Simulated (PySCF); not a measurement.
# A search over the determinants of SiH⁺

Unrestricted PBE0; Si def2-TZVP, H def2-TZVP; no relativity (PySCF 2.14). Outer shells of the fragments: Si+ 3s2 3p1; H 1s1.

Followed along the bond (rough minima from three points):

| 2Ms+1 | unpaired | ⟨S²⟩ at the start | R at minimum (Å) | Te (eV) |
| --- | --- | --- | --- | --- |
| 1 | none | 0.00 | 1.52 | 0.00 |
| 3 | σ ↑, π ↑ | 2.01 | 1.55 | 1.98 |

Solutions found at the starting distance of 1.535 Å, counted from the lowest of them; the search is not exhaustive and high or unbound solutions are not listed, so other states can lie among these:

| 2Ms+1 | unpaired | term | E (eV) | ⟨S²⟩ | ⟨Lz²⟩ | μ (D) |
| --- | --- | --- | --- | --- | --- | --- |
| 1 | none | ¹Σ⁺ | 0.00 | 0.00 | 0.00 | 0.45 |
| 3 | σ ↑, π ↑ | ³Π | 1.98 | 2.01 | 1.01 | 0.44 |
| 1 | σ ↑, π ↓ | mixed | 2.42 | 1.03 | 1.01 | 0.67 |
| 3 | π ↑↑ | ³Σ⁻ | 5.74 | 2.18 | 0.00 | 0.50 |
| 1 | π ↑↓ | mixed | 6.36 | 1.01 | 2.03 | 0.41 |
| 3 | σ ↑↑ | ³Σ⁺ | 6.86 | 2.00 | 0.00 | 0.62 |
| 1 | none | mixed | 7.47 | 0.00 | 2.00 | 0.40 |

A term symbol is given only where ⟨S²⟩ and ⟨Lz²⟩ are close to those of a pure state; real π, δ and φ orbitals otherwise mix terms. A positive dipole points towards H; it is taken about the centre of mass and depends on that origin.

Counting both spins, an empty level lies below a filled one in some of these solutions, because spin and occupation are held.
